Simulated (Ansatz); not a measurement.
A basis-limit estimate, worked out

An elementary step of SiH5O2, doublet (SiH₄O ([OH][SiH3]) + OH → SiH₃O ([O][SiH3]) + H₂O; bonds formed: H1–O4; bonds broken: H1–O2). “Start” is the structure reached by relaxing down from the saddle towards the reactants; PBE0-D4/def2-TZVP structures. The saddle:

```json
{"atom": "H1", "x (Å)": "-0.8598", "y (Å)": "-0.8172", "z (Å)": "-0.6766"}
{"atom": "O2", "x (Å)": "0.1161", "y (Å)": "-0.2989", "z (Å)": "-0.9476"}
{"atom": "Si3", "x (Å)": "0.6505", "y (Å)": "0.8953", "z (Å)": "0.0742"}
{"atom": "O4", "x (Å)": "-1.4627", "y (Å)": "-1.3659", "z (Å)": "0.1822"}
{"atom": "H5", "x (Å)": "-0.4498", "y (Å)": "1.7872", "z (Å)": "0.5166"}
{"atom": "H6", "x (Å)": "1.3408", "y (Å)": "0.3256", "z (Å)": "1.2600"}
{"atom": "H7", "x (Å)": "1.6278", "y (Å)": "1.6528", "z (Å)": "-0.7519"}
{"atom": "H8", "x (Å)": "-0.9629", "y (Å)": "-2.1789", "z (Å)": "0.3431"}
```

Ansatz 0.2.0; basis: def2-TZVPP and def2-QZVPP; cores frozen in the correlated methods; orbitals are unrestricted.

Energies in eV:

| quantity | saddle | start |
| --- | --- | --- |
| Hartree–Fock, triple zeta (X = 3) | -12016.06179 | -12017.59371 |
| Hartree–Fock, quadruple zeta (X = 4) | -12016.51402 | -12018.04980 |
| MP2 correlation, X = 3 | -16.57472 | -15.71659 |
| MP2 correlation, X = 4 | -17.89573 | -17.03144 |
| CCSD(T) correlation, X = 3 | -18.20863 | -17.23542 |

Work out the barrier at the basis limit: extrapolate Hartree–Fock as E(X) = E∞ + A exp(−7.88 √X) and the MP2 correlation as E(X) = E∞ + B X^−2.97 (the exponents that Neese and Valeev fitted for def2-TZVPP and QZVPP), then add CCSD(T) − MP2 in triple zeta.

Each step is linear, so take the differences first (saddle − start): Hartree–Fock 1.53192 (X = 3) and 1.53578 (X = 4); MP2 correlation -0.85813 and -0.86429; CCSD(T) correlation -0.97321.
Two points give E∞ = E(4) + w [E(4) − E(3)], with w = 1/(exp(7.88 (2 − √3)) − 1) = 0.1377 for Hartree–Fock and w = 1/((4/3)^2.97 − 1) = 0.7407 for the correlation.
Hartree–Fock: 1.53578 + 0.1377 × 0.00386 = 1.5363 eV.
MP2 correlation: -0.86429 + 0.7407 × (-0.00616) = -0.8689 eV.
CCSD(T) − MP2: -0.97321 − (-0.85813) = -0.1151 eV.
Sum: 1.5363 + (-0.8689) + (-0.1151) = 0.5523 eV, or 12.74 kcal/mol. Plain CCSD(T) in triple zeta gives 0.5587 eV, so the larger basis shifts the result by -0.0064 eV.

The T1 diagnostic stays at or below 0.031. ⟨S²⟩ of the unrestricted Hartree–Fock references: 0.76 to 0.79 (a pure state has 0.75).

Radical steps of this kind take place in plasma deposition and etching.

Labels in which every atom is bracketed show which atoms are joined, not bond orders.

For scale, one of the runs: CCSD(T)/def2-TZVPP, 174 basis functions (an equivalent command: `ansatz run in.yaml --threads 4`). The run took 98 s on 4 CPU threads (shared host), with 3.9 GiB of host memory at its peak.
